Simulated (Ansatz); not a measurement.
ClF at its PBE0-D4/def2-TZVP geometry, where that method's forces vanish. The species carries charge 0 and has multiplicity 1.

```csv
atom,x (Å),y (Å),z (Å)
F1,-0.750,-0.077,0.295
Cl2,0.750,0.077,-0.295
```

Task: For each bond, give half the difference of the two atoms' forces along it (eV/Å; positive pushes the atoms apart) under PBE-D4, r2SCAN-D4, B3LYP-D4, ωB97M-V in def2-TZVPP. (Estimate.)

Result: Ansatz gave: 
```csv
bond,length (Å),PBE-D4,r2SCAN-D4,B3LYP-D4,ωB97M-V
F1–Cl2,1.620,0.92,0.48,0.62,0.18
```

B3LYP here is the variant with VWN-RPA as its local correlation; programs differ in this.
